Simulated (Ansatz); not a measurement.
System: anatase TiO2 (metastable phase). Method: revPBE in Ansatz (plane waves, PAW).

Settings: plane-wave cutoff 520 eV, 12×12×12 k mesh, Fermi–Dirac smearing 0.01 eV, no spin polarisation, scalar-relativistic PAW data made under PBE.

The cell is scaled about its equilibrium volume:

Shape and atoms are relaxed at each volume.

```tsv
V (Å³/atom)	P (GPa)	direct gap at Γ (eV)	smallest gap on the k mesh (eV)	c (Å)
11.395	7.18	2.602	2.111	9.510
11.633	3.46	2.567	2.128	9.648
11.870	-0.01	2.527	2.137	9.776
12.108	-3.22	2.483	2.137	9.894
12.345	-6.18	2.437	2.130	10.001
```

The fundamental gap (2.14 eV at the equilibrium volume, with added k points) lies elsewhere than Γ–Γ.

Measured, for comparison: band gap 3.42 eV (low temperature, zero-point motion not removed, gap of extended states, from the Urbach tail; as tabulated in Kang and Hybertsen (2010), arXiv:1006.4085).

Note: the bulk modulus comes from volumes at which shape and atoms were relaxed.

Ansatz is a program for electronic structure.
